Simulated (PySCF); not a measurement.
## Atomic charges against the basis set

Species: C5H5N.
Structure used (PBE0-D3(BJ)/def2-SVP), in Å, numbered top down from 1:
```
atom  x, y, z in Å
C1     2.3374    1.2062    0.4041
N2     1.2941    0.8155    1.0042
C3     0.3329    0.0418    0.4702
C4    -0.1671   -1.1630    0.2016
C5    -1.0416   -0.0389    0.0342
C6    -2.1979    0.5493   -0.2741
H7     3.0595    1.8292    0.9480
H8     2.5633    0.9565   -0.6470
H9    -0.0288   -2.2410    0.2254
H10   -3.0463   -0.0422   -0.6229
H11   -2.3159    1.6299   -0.1818
```

PBE0 throughout (PySCF), one geometry, spherical d and f functions. Isolated species at its PBE0-D3(BJ)/def2-SVP geometry (one conformer only). The first 7 of 11 kinds of atom are listed.

Mulliken charges (e):

```json
{"basis": "STO-3G", "functions": "35", "C1": "-0.019", "N2": "-0.198", "C3": "+0.067", "C4": "-0.104", "C5": "+0.009", "C6": "-0.232", "H7": "+0.112"}
{"basis": "6-31G", "functions": "64", "C1": "-0.147", "N2": "-0.327", "C3": "+0.073", "C4": "-0.074", "C5": "+0.083", "C6": "-0.477", "H7": "+0.193"}
{"basis": "pcSseg-0", "functions": "64", "C1": "-0.094", "N2": "-0.566", "C3": "+0.136", "C4": "-0.085", "C5": "-0.122", "C6": "-0.432", "H7": "+0.250"}
{"basis": "6-31G*", "functions": "94", "C1": "-0.178", "N2": "-0.327", "C3": "+0.184", "C4": "-0.203", "C5": "+0.208", "C6": "-0.577", "H7": "+0.196"}
{"basis": "def2-SVP", "functions": "109", "C1": "+0.027", "N2": "-0.145", "C3": "+0.202", "C4": "-0.176", "C5": "+0.048", "C6": "-0.219", "H7": "+0.082"}
{"basis": "cc-pVDZ", "functions": "109", "C1": "+0.038", "N2": "-0.188", "C3": "+0.095", "C4": "-0.061", "C5": "+0.049", "C6": "-0.142", "H7": "+0.068"}
{"basis": "pcSseg-1", "functions": "127", "C1": "+0.009", "N2": "-0.385", "C3": "+0.173", "C4": "-0.116", "C5": "-0.060", "C6": "-0.209", "H7": "+0.142"}
{"basis": "aug-cc-pVDZ", "functions": "183", "C1": "+0.583", "N2": "-0.331", "C3": "-0.145", "C4": "+0.614", "C5": "+0.479", "C6": "+0.545", "H7": "-0.260"}
{"basis": "6-311+G(2d,p)", "functions": "192", "C1": "-0.135", "N2": "-0.125", "C3": "-0.125", "C4": "-0.218", "C5": "+0.589", "C6": "-0.624", "H7": "+0.144"}
{"basis": "def2-TZVP", "functions": "216", "C1": "-0.112", "N2": "-0.152", "C3": "+0.058", "C4": "-0.109", "C5": "+0.002", "C6": "-0.365", "H7": "+0.147"}
{"basis": "cc-pVTZ", "functions": "250", "C1": "-0.073", "N2": "-0.089", "C3": "+0.122", "C4": "-0.223", "C5": "+0.107", "C6": "-0.403", "H7": "+0.125"}
{"basis": "IGLO-III", "functions": "260", "C1": "+0.052", "N2": "-0.331", "C3": "+0.146", "C4": "-0.094", "C5": "+0.004", "C6": "-0.306", "H7": "+0.130"}
```

IAO charges (e):

| basis | functions | C1 | N2 | C3 | C4 | C5 | C6 | H7 |
| --- | --- | --- | --- | --- | --- | --- | --- | --- |
| STO-3G | 35 | -0.118 | -0.133 | +0.056 | -0.139 | +0.002 | -0.368 | +0.151 |
| 6-31G | 64 | -0.124 | -0.174 | +0.106 | -0.187 | +0.035 | -0.452 | +0.172 |
| pcSseg-0 | 64 | -0.102 | -0.170 | +0.099 | -0.184 | +0.019 | -0.431 | +0.164 |
| 6-31G* | 94 | -0.093 | -0.197 | +0.130 | -0.187 | +0.044 | -0.455 | +0.161 |
| def2-SVP | 109 | -0.088 | -0.187 | +0.131 | -0.186 | +0.043 | -0.453 | +0.157 |
| cc-pVDZ | 109 | -0.096 | -0.191 | +0.134 | -0.191 | +0.047 | -0.465 | +0.162 |
| pcSseg-1 | 127 | -0.091 | -0.196 | +0.133 | -0.188 | +0.042 | -0.466 | +0.163 |
| aug-cc-pVDZ | 183 | -0.098 | -0.200 | +0.140 | -0.193 | +0.047 | -0.484 | +0.167 |
| 6-311+G(2d,p) | 192 | -0.097 | -0.202 | +0.141 | -0.192 | +0.047 | -0.484 | +0.167 |
| def2-TZVP | 216 | -0.097 | -0.200 | +0.141 | -0.194 | +0.047 | -0.482 | +0.166 |
| cc-pVTZ | 250 | -0.099 | -0.198 | +0.140 | -0.194 | +0.047 | -0.480 | +0.166 |
| IGLO-III | 260 | -0.098 | -0.202 | +0.141 | -0.193 | +0.047 | -0.485 | +0.167 |

Hirshfeld charges (e):

| basis | functions | C1 | N2 | C3 | C4 | C5 | C6 | H7 |
| --- | --- | --- | --- | --- | --- | --- | --- | --- |
| STO-3G | 35 | +0.064 | -0.108 | +0.058 | -0.045 | -0.018 | -0.139 | +0.045 |
| 6-31G | 64 | +0.034 | -0.113 | +0.059 | -0.054 | -0.015 | -0.184 | +0.066 |
| pcSseg-0 | 64 | +0.036 | -0.096 | +0.055 | -0.057 | -0.020 | -0.179 | +0.062 |
| 6-31G* | 94 | +0.037 | -0.111 | +0.062 | -0.050 | -0.017 | -0.190 | +0.065 |
| def2-SVP | 109 | +0.034 | -0.097 | +0.064 | -0.053 | -0.016 | -0.191 | +0.062 |
| cc-pVDZ | 109 | +0.033 | -0.092 | +0.061 | -0.051 | -0.017 | -0.190 | +0.062 |
| pcSseg-1 | 127 | +0.035 | -0.107 | +0.062 | -0.050 | -0.016 | -0.191 | +0.066 |
| aug-cc-pVDZ | 183 | +0.032 | -0.109 | +0.057 | -0.050 | -0.019 | -0.193 | +0.068 |
| 6-311+G(2d,p) | 192 | +0.037 | -0.112 | +0.054 | -0.047 | -0.023 | -0.189 | +0.067 |
| def2-TZVP | 216 | +0.034 | -0.108 | +0.058 | -0.050 | -0.019 | -0.193 | +0.067 |
| cc-pVTZ | 250 | +0.032 | -0.104 | +0.061 | -0.051 | -0.017 | -0.194 | +0.066 |
| IGLO-III | 260 | +0.032 | -0.109 | +0.057 | -0.050 | -0.019 | -0.193 | +0.068 |

**Question.** Which scheme is steadiest as the basis changes?

**Answer.** Largest range over the bases for any column: Hirshfeld 0.05 e, IAO 0.12 e, Mulliken 1.17 e. Hirshfeld charges move least and Mulliken charges most, counted in e. Without the minimal STO-3G basis the ranges are Hirshfeld 0.02, IAO 0.05, Mulliken 1.17 e.

**Question.** How much do the charges still move between the two largest bases, cc-pVTZ and IGLO-III?

**Answer.** At most, over all atoms: Mulliken 0.242 e, IAO 0.005 e, Hirshfeld 0.005 e.

**Question.** What do the same runs give for the total energy, the frontier levels and the dipole moment?

**Answer.** 
```
        basis  energy (Eh)  HOMO (eV)  LUMO (eV)  μ (D)
       STO-3G    -244.7474      -3.58       1.28   2.59
        6-31G    -247.7589      -5.47      -1.12   2.98
     pcSseg-0    -247.2608      -5.78      -1.35   3.09
       6-31G*    -247.8393      -5.39      -1.05   3.05
     def2-SVP    -247.6672      -5.63      -1.28   3.06
      cc-pVDZ    -247.8614      -5.54      -1.18   3.07
     pcSseg-1    -247.8143      -5.71      -1.38   3.15
  aug-cc-pVDZ    -247.8738      -5.72      -1.48   3.15
6-311+G(2d,p)    -247.9116      -5.73      -1.49   3.18
    def2-TZVP    -247.9340      -5.70      -1.41   3.15
      cc-pVTZ    -247.9273      -5.67      -1.36   3.13
     IGLO-III    -247.9363      -5.72      -1.48   3.17
```

The dipole is fixed by the density alone, so its range of 0.59 D shows that the density itself changes with the basis, not only its division among atoms.
